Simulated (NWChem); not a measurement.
System: C3H4 cation, doublet; SMILES of the neutral closed-shell parent C(=C)=C

Input file for NWChem:

```
start job
memory heap 200 mb stack 700 mb global 900 mb
charge 1
geometry units angstroms
  C      1.298419     0.005629    -0.000805
  C      0.000000     0.000155     0.000048
  C     -1.298418    -0.005721     0.000806
  H      1.894408    -0.823087    -0.378251
  H      1.887609     0.839618     0.375901
  H     -1.894856     0.816237    -0.390647
  H     -1.887161    -0.832768     0.392998
end
basis spherical
  * library def2-svp
end
dft
  odft
  mult 2
  xc xpbe96 cpbe96
  disp vdw 4
  iterations 150
end
driver
  maxiter 120
end
task dft optimize
task dft freq
```

Parts of the log:

```
             Northwest Computational Chemistry Package (NWChem) 7.3.0
             --------------------------------------------------------

 D2  symmetry detected

                             Geometry "geometry" -> ""
                             -------------------------

 Output coordinates in angstroms (scale by  1.889725989 to convert to a.u.)

  No.       Tag          Charge          X              Y              Z
 ---- ---------------- ---------- -------------- -------------- --------------
    1 C                    6.0000     0.00000000    -1.29843115     0.00000000
    2 C                    6.0000     0.00000000     0.00000000     0.00000000
    3 C                    6.0000     0.00000000     1.29843115     0.00000000
    4 H                    1.0000    -0.82796826    -1.89102693    -0.38446457
    5 H                    1.0000     0.82796826    -1.89102693     0.38446457
    6 H                    1.0000     0.82796826     1.89102693    -0.38446457
    7 H                    1.0000    -0.82796826     1.89102693     0.38446457

 Effective nuclear repulsion energy (a.u.)      59.3355235056

      Symmetry information
      --------------------

 Group name             D2
 Group number             11
 Group order               4
 No. of unique centers     3

                                Z-matrix (autoz)
                                --------

 Units are Angstrom for bonds and degrees for angles

[...]

      ----------------------
      Optimization converged
      ----------------------

  Step       Energy      Delta E   Gmax     Grms     Xrms     Xmax
  ---- ---------------- -------- -------- -------- -------- --------
@    4    -116.06785208 -3.1D-07  0.00002  0.00001  0.00068  0.00151
                                     ok       ok       ok       ok

                                Z-matrix (autoz)
                                --------

 Units are Angstrom for bonds and degrees for angles

[...]

 Rotational Constants
 --------------------
 A=   4.622080 cm-1  (  6.649994 K)
 B=   0.293836 cm-1  (  0.422755 K)
 C=   0.281998 cm-1  (  0.405723 K)

 Temperature                      =   298.15K
 frequency scaling parameter      =   1.0000

 Zero-Point correction to Energy  =   31.779 kcal/mol  (  0.050642 au)
 Thermal correction to Energy     =   34.318 kcal/mol  (  0.054690 au)
 Thermal correction to Enthalpy   =   34.910 kcal/mol  (  0.055633 au)

 Total Entropy                    =   58.910 cal/mol-K
   - Translational                =   36.973 cal/mol-K (mol. weight =  40.0313)
   - Rotational                   =   18.208 cal/mol-K (symmetry #  =        4)
   - Vibrational                  =    3.730 cal/mol-K

 Cv (constant volume heat capacity) =   13.000 cal/mol-K
   - Translational                  =    2.979 cal/mol-K
   - Rotational                     =    2.979 cal/mol-K
   - Vibrational                    =    7.041 cal/mol-K

[normal modes left out]

 ----------------------------------------------------------------------------
 Normal Eigenvalue ||           Projected Infra Red Intensities
  Mode   [cm**-1]  || [atomic units] [(debye/angs)**2] [(KM/mol)] [arbitrary]
 ------ ---------- || -------------- ----------------- ---------- -----------
    1       -0.000 ||    0.014704           0.339        14.334       3.749
    2        0.000 ||    0.010277           0.237        10.019       2.620
    3        0.000 ||    0.014778           0.341        14.406       3.768
    4        0.000 ||    0.000019           0.000         0.018       0.005
    5        0.000 ||    0.010198           0.235         9.942       2.600
    6        0.000 ||    0.024965           0.576        24.337       6.365
    7      305.060 ||    0.014873           0.343        14.499       3.792
    8      338.957 ||    0.019068           0.440        18.589       4.862
    9      714.179 ||    0.005898           0.136         5.750       1.504
   10      773.285 ||    0.000000           0.000         0.000       0.000
   11      840.761 ||    0.031311           0.722        30.524       7.983
   12      864.499 ||    0.064593           1.490        62.969      16.469
   13      925.592 ||    0.000486           0.011         0.473       0.124
   14     1045.724 ||    0.000000           0.000         0.000       0.000
   15     1252.351 ||    0.113354           2.615       110.503      28.902
   16     1316.964 ||    0.000000           0.000         0.000       0.000
   17     1683.983 ||    0.004130           0.095         4.026       1.053
   18     2988.927 ||    0.272742           6.292       265.882      69.541
   19     3008.536 ||    0.000000           0.000         0.000       0.000
   20     3089.214 ||    0.042359           0.977        41.294      10.800
   21     3092.028 ||    0.179865           4.150       175.342      45.861
 ----------------------------------------------------------------------------
```

Level: PBE-D3(BJ)/def2-SVP, spin-unrestricted. In the optimisation the excess spin sits in b3 (D2, its own frame). The spin multiplicity was typed, not searched, and may not be the lowest.
